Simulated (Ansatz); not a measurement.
A nudged elastic band was laid between two geometries of BFH₂O (5 atoms, charge 0, multiplicity 1).

Method: RHF/def2-SVP in Ansatz 0.2.0.

```
movable images  : 9
climbing image  : yes
spring          : 5.0 eV/Å²
optimiser       : quadratic models (default)
start path      : through a guess of the saddle point
force threshold : 0.05 eV/Å
iteration limit : 60
end points      : relaxed
```

First end point:

```xyz
5
Properties=species:S:1:pos:R:3
B 0.248 -0.088 0.187
H 0.170 -0.059 1.383
O 1.367 -0.404 -0.467
H 2.106 -0.610 0.083
F -0.817 0.209 -0.524
```

Last end point:

```xyz
5
Properties=species:S:1:pos:R:3
B -1.302 -0.028 0.019
H 1.578 -0.262 1.330
O 1.658 -0.116 0.399
H 2.186 -0.833 0.078
F -1.046 0.288 -1.165
```

Q: Which bonds break or form, and what moves?

A: Bonds broken: B1–H2, B1–O3. Bonds formed: H2–O3. BFH2O becomes BF + H2O.

Q: Give the energies along the band, and the barrier.

A: It converged. The highest image is number 5 of 0 to 10, 5.46 eV above the first end and 1.69 eV above the last; the last end lies 3.77 eV above the first. The profile has 2 maxima (images 1, 5) with wells between them (image 2): this band takes more than one step, which may be the mechanism or a detour left from its start path. Neighbouring images differ by up to 3.3 eV, so the band resolves the path poorly. A vibrational analysis at the climbing image gives one clearly imaginary mode, 1953i cm⁻¹: a first-order saddle point. The orbitals stay closed-shell, which can raise the energy where a bond breaks towards radicals; this wasn't checked here.

| image | path coordinate (Å) | energy (eV) | B1–H2 (Å) | B1–O3 (Å) | H2–O3 (Å) |
| --- | --- | --- | --- | --- | --- |
| 0 | 0.00 | 0.00 | 1.20 | 1.33 | 2.23 |
| 1 | 0.60 | 0.37 | 1.20 | 1.35 | 2.26 |
| 2 | 1.20 | 0.17 | 1.19 | 1.34 | 2.18 |
| 3 | 1.80 | 0.21 | 1.18 | 1.33 | 2.09 |
| 4 | 2.40 | 2.14 | 1.20 | 1.36 | 1.73 |
| 5 | 3.00 | 5.46 | 1.42 | 1.53 | 1.15 |
| 6 | 3.38 | 4.66 | 1.79 | 1.79 | 0.97 |
| 7 | 3.75 | 4.07 | 2.21 | 2.21 | 0.95 |
| 8 | 4.12 | 3.84 | 2.63 | 2.61 | 0.95 |
| 9 | 4.50 | 3.78 | 3.02 | 2.86 | 0.95 |
| 10 | 4.87 | 3.77 | 3.17 | 2.99 | 0.95 |

Q: What is the geometry of the highest image?

A: 
```xyz
5
Properties=species:S:1:pos:R:3:forces:R:3
B -0.148 0.132 0.300 0.00 0.00 0.00
H 0.874 -0.105 1.251 0.00 0.00 0.00
O 1.362 -0.066 0.213 0.00 0.00 0.00
H 1.699 -0.837 -0.250 0.00 0.00 0.00
F -0.712 -0.075 -0.852 0.00 0.00 0.00
```

The run took 87 s on 1 thread of Arm Neoverse V1, with other jobs on the host, peak memory 0.087 GiB.
